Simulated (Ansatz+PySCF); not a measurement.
## singlet BH: levels of theory in one basis

```xyz
2

B     0.0000    0.0000   -0.3757
H     0.0000    0.0000    1.8785
```

Basis set: 6-31G (spherical functions). Left uncorrelated: 1 orbital. Charge 0, multiplicity 1.

Computed with Ansatz (development build ahead of 0.2.0); each method stands on the lowest determinant of its kind that the runs found.

```csv
method,E − E(RHF) (eV),<S²> of the determinant
RHF,0.00,0.00
UHF,-0.67,0.69
RHF-MP2,-1.43,–
UHF-MP2,-1.43,0.69
RHF-CCSD,-2.56,–
RHF-CCSD(T),-2.61,–
UHF-CCSD(T),-2.60,0.69
full CI (lowest root of this spin),-2.61,–
```

At such a shape the full CI root can have another spatial symmetry than the determinants, so the rows needn't describe one state.

**Question.** Is a single determinant a sound starting point here?

**Answer.** It is doubtful. Unrestricted orbitals lower Hartree–Fock by 0.67 eV and <S²> is 0.69 where a pure state has 0.00, a sign of strong static correlation.

Caution for RHF, RHF-MP2, RHF-CCSD, RHF-CCSD(T): an unrestricted determinant lies well below. Caution for UHF, UHF-MP2, UHF-CCSD(T): the unrestricted determinant is spin contaminated. Caution for RHF-MP2, UHF-MP2, RHF-CCSD, RHF-CCSD(T), UHF-CCSD(T): large amplitudes, a single reference is doubtful. Caution for UHF-MP2, UHF-CCSD(T): a plain start can end on a higher determinant.
